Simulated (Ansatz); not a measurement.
Geometry optimisation, RKS PBE-D4/6-31G* (Ansatz).

input.yaml

```yaml
crystal:
  periodic: [false, false, false]
  atoms:
    - { symbol: Al, position_ang: [0.0, 0.0, 0.0] }
    - { symbol: C, position_ang: [0.0, 0.0, 2.32] }
    - { symbol: H, position_ang: [-0.9996, -0.3092, 2.6905] }
    - { symbol: H, position_ang: [0.7676, -0.7111, 2.6905] }
    - { symbol: H, position_ang: [0.232, 1.0203, 2.6905] }
    - { symbol: H, position_ang: [1.351, 0.0, -0.78] }
    - { symbol: H, position_ang: [-1.351, 0.0, -0.78] }
    - { symbol: "N", position_ang: [-0.2843, -2.0875, 0.7] }
    - { symbol: H, position_ang: [-0.6995, -2.8131, 0.0484] }
    - { symbol: H, position_ang: [-0.0048, -2.3586, 1.6859] }
    - { symbol: H, position_ang: [-0.181, -1.3289, 1.8561] }
basis:
  gaussian: { orbitals: "6-31G*" }
hamiltonian:
  xc: pbe
  dispersion: d4
relax:
  f_tol: 0.15
  max_steps: 25
  restrain:
    - { distance: [0, 7], at: 3.12, k: 30.0 }
    - { distance: [10, 1], at: 2.31, k: 30.0 }
    - { distance: [0, 1], at: 1.97, k: 30.0 }
    - { distance: [10, 7], at: 1.06, k: 30.0 }
```

Run as:

```bash
$ ansatz run input.yaml --threads 1 --pin off --max-ram 2048MiB --backend cpu --events-out ev --progress --plain --runs-dir out
```

Problem. Where does it end, and by what steps?

Solution. The run converged. The restraints hold the end off the free minimum; the threshold counts their pulls, which the force column leaves out. Restrained pairs: Al1–N8 (2.22 → 3.10 Å), C2–H11 (1.42 → 2.32 Å), Al1–C2 (2.32 → 1.97 Å), N8–H11 (1.39 → 1.04 Å). After 12 steps the energy has fallen by 4.195 eV (the restraints' own energy left out); H10 moved furthest, 1.19 Å.

```
step  energy less start (eV)  largest force component (eV/Å)  accepted
   0                  0.0000                           3.246       yes
   1                  0.1661                           5.585       yes
   2                 -0.2207                           6.330       yes
   3                 -1.4881                           4.082       yes
   4                 -2.7047                           4.437       yes
   5                 -3.6226                           3.721       yes
   6                 -3.9436                           2.238       yes
   7                 -4.1173                           1.275       yes
   8                 -4.1613                           0.982       yes
   9                 -4.1839                           0.900       yes
  10                 -4.1537                           1.133        no
  11                 -4.1849                           0.746       yes
  12                 -4.1954                           0.938       yes
```

```xyz
11
Properties=species:S:1:pos:R:3
Al 0.121 0.356 0.130
C -0.050 0.258 2.095
H -1.042 -0.108 2.420
H 0.736 -0.366 2.558
H 0.059 1.259 2.557
H 1.581 0.373 -0.549
H -1.172 0.666 -0.776
N -0.306 -2.601 0.946
H -1.180 -3.128 0.851
H 0.456 -3.273 1.078
H -0.372 -2.024 1.812
```

Run time: 26 s on 1 thread of Arm Neoverse V2 (shared host), peak memory 0.12 GiB.
